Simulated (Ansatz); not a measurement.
# Al2H (doublet): PBE-QIDH, RPA-PBE over a scan of the angle Al2–Al1–H3, cc-pVTZ

Aim: run Al2H (doublet) with these functionals over a scan of the angle Al2–Al1–H3, and hold them against the top wave-function level at the same points.

The runs use Ansatz 0.2.0, Gaussian basis; cc-pVTZ, all electrons in the functionals, frozen cores in the correlation of double hybrids and RPA.

Plan: PBE-QIDH, RPA-PBE, at 69.8°; 85.5°; 107.6°; 125.4°; 143.7°; 156.5°; 180.0°.

24 further runs of the same task are left out: 8 for a known fault of the program, 1 for a mislabelled method, 12 that didn't finish, 3 set aside as unsound or not needed.

## 1. The geometry

The geometry derives from a PBE0/def2-TZVP stationary point (not a proven minimum). One angle is set to the value named; bond lengths are kept.

3 atoms, charge 0, spin multiplicity 2.

Atoms are counted from 1 here; the program's logs count them from 0.

Bond lengths: Al1–Al2 2.677 Å, Al1–H3 1.619 Å. Angles: Al2–Al1–H3 180.0°.

No dispersion term is added.

The geometry shown and the zero of energy belong to the point 180.0°. The yardstick, UCCSDT(Q), and other wave-function levels (R restricted, U unrestricted, valence and pair active spaces) come from earlier runs.

## 2. PBE-QIDH, 69.8°

Input file in.yaml:

```yaml
crystal:
  periodic: [false, false, false]
  atoms:
    - {symbol: Al, position_ang: [-1.101970, 0.000000, 0.734771]}
    - {symbol: Al, position_ang: [1.093526, 0.000000, -0.796828]}
    - {symbol: H, position_ang: [0.226045, 0.000000, 1.661207]}
basis:
  gaussian: {orbitals: cc-pVTZ}
magnetization: {spin_polarized: true, initial_magnetization: 1}
hamiltonian: {xc: {name: PBE-QIDH}}
correlation: {electrons: outside_noble_gas}
```

Command:

```bash
$ ansatz run in.yaml --threads 1 --pin off --events-out ev --progress --plain --max-ram 2502MiB
```

The runs that follow: PBE-QIDH, 85.5°; PBE-QIDH, 107.6°; PBE-QIDH, 125.4°; PBE-QIDH, 143.7°; PBE-QIDH, 156.5°; PBE-QIDH, 180.0°; RPA-PBE, 69.8°; RPA-PBE, 85.5°; RPA-PBE, 107.6°; RPA-PBE, 125.4°; RPA-PBE, 143.7°; RPA-PBE, 156.5°; RPA-PBE, 180.0°.

Q: Predict the results of all the runs planned. Wanted: span of the UCCSDT(Q) curve; largest miss, PBE-QIDH; largest miss, RPA-PBE.

**Answer**, as computed:

| quantity | value |
| --- | --- |
| span of the UCCSDT(Q) curve | 3.8 kcal/mol |
| largest miss, PBE-QIDH | +0.6 kcal/mol (125.4°) |
| largest miss, RPA-PBE | +0.9 kcal/mol (69.8°) |

**Reading.** Of the functionals, PBE-QIDH keep the smallest largest miss at the points compared (at most 0.6 kcal/mol) and RPA-PBE strays most (0.9 kcal/mol, at 69.8°). Functionals and the yardstick converge differently with the basis, so part of each miss in cc-pVTZ is the basis.
